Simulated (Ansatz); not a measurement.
The first iterations of a band of CH₆AlN (9 atoms, charge 0, multiplicity 1).

Theory: Ansatz, RKS PBE-D4/6-31G*.

* movable images: 5
* climbing image: yes
* spring: 5.0 eV/Å²
* optimiser: quadratic models (default)
* start path: through a guess of the saddle point
* force threshold: 0.05 eV/Å
* iteration limit: 60
* end points: relaxed

Initial state:

```xyz
9
Properties=species:S:1:pos:R:3
Al 0.487 0.219 -0.110
C 0.953 -0.128 1.771
H 0.081 -0.424 2.379
H 1.704 -0.935 1.851
H 1.400 0.766 2.242
H 1.525 0.715 -1.230
N -1.198 -0.019 -0.678
H -1.982 -0.321 -0.099
H -1.506 0.128 -1.639
```

Final state:

```xyz
9
Properties=species:S:1:pos:R:3
Al 0.143 0.371 -1.815
C 1.275 -0.143 1.608
H 0.645 -1.022 1.394
H 1.806 -0.297 2.560
H 0.649 0.761 1.681
H 2.012 -0.015 0.798
N -1.361 0.159 -0.801
H -1.380 0.023 0.214
H -2.323 0.164 -1.154
```

| iteration | highest image above the first end (eV) | largest band force component (eV/Å) |
| --- | --- | --- |
| 1 | 4.964 | 12.555 |
| 2 | 3.445 | 3.446 |
| 3 | 2.699 | 2.189 |
| 4 | 2.676 | 1.401 |
| 5 | 2.618 | 1.258 |
| 6 | 2.522 | 0.698 |
| 7 | 2.466 | 2.143 |
| 8 | 2.420 | 0.791 |

Problem. Does the band converge within its limit, and where does its top end?

Solution. It converged. It ended after 24 iterations with the highest image 3.065 eV above the first end. The profile has 2 maxima (images 3, 5) with wells between them (image 4): this band takes more than one step, which may be the mechanism or a detour left from its start path. Neighbouring images differ by up to 2.6 eV, so the band resolves the path poorly. A vibrational analysis at the climbing image gives one clearly imaginary mode, 1157i cm⁻¹: a first-order saddle point. The orbitals stay closed-shell, which can raise the energy where a bond breaks towards radicals; this wasn't checked here.

Run time: 3.6 min on 1 thread of Arm Neoverse V1 (shared host), peak memory 0.11 GiB.
